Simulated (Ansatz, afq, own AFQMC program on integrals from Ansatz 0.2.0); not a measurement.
**Where AFQMC and coupled cluster stand for N⁺, triplet**

A free N cation.

Basis cc-pVQZ. Only valence electrons are correlated. AFQMC by an in-house program on the Cholesky factors that Ansatz 0.2.0 writes for its CCSD(T) run. ph-AFQMC/CISD is guided by a CISD state made of CCSD amplitudes; releasing the constraint for a short imaginary time cuts its bias at the price of noise, slowly where states lie close. Uncertainties: one standard error, sampling alone.

Determinant: UHF, the one that the program's search chose, which needn't be the lowest solution.

Full CI is exact in this basis; its frozen core comes from its own orbitals, which moves totals by up to a few meV.

Cautions: full CI with its own frozen core.

- T1 diagnostic: 0.0067
- weight of the determinant in the CISD state: 0.962
- ⟨S²⟩ of the determinant: 2.007
- size of the correlated space: 4 electrons in 54 orbitals

```
  level  correlation energy (eV)
    MP2                  -2.1140
   CCSD                  -2.6510
CCSD(T)                  -2.7007
```

(1) Estimate where full CI lies against CCSD(T) in the same basis.

(1) 0.4 kJ/mol below CCSD(T).

Reference: full CI, correlation energy -2.705 eV. The released energy is read at 1.50 1/Eh (meV from the phaseless value at times in 1/Eh: -1.3 ± 0.8 at 0.24, -2.1 ± 0.5 at 0.50, -3.3 ± 0.6 at 1.00, -2.6 ± 0.6 at 1.50).

```
         level  E − E(reference) (kJ/mol)  share of correlation (%)
       CCSD(T)                        0.4                     99.83
         CCSDT                       -0.4                    100.15
      CCSDT(Q)                       -0.5                    100.17
 ph-AFQMC/CISD                -0.1 ± 0.08                    100.03
released AFQMC                -0.3 ± 0.06                    100.13
```

CCSDT and higher add their correlation energy to the determinant of the CCSD(T) run, since their own runs factorise the integrals more tightly (a shift of under 2 meV). A walk keeps the symmetry of its determinant, which the program's search chose and which needn't be the lowest solution, so a lower state of the same spin and another symmetry isn't excluded. Released energies are given only where the last usable release times agree within the noise; a slower fall can still hide under it.
